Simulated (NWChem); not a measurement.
hydrogen cyanide (CHN); SMILES C#N

Computed with NWChem. Pople sets run with spherical d functions. Coordinates come from a PBE0/def2-SVP optimisation. Static field.

For level PBE0/def2-SVPD:

| Item | Value |
|---|---|
| isotropic polarisability (bohr³) | 16.3 |
| anisotropy (bohr³) | 8.8 |

Q: What are these values for level PBE0/6-31G*?

A: The isotropic polarisability (bohr³) comes out as 11.8 and the anisotropy (bohr³) is 12.2.
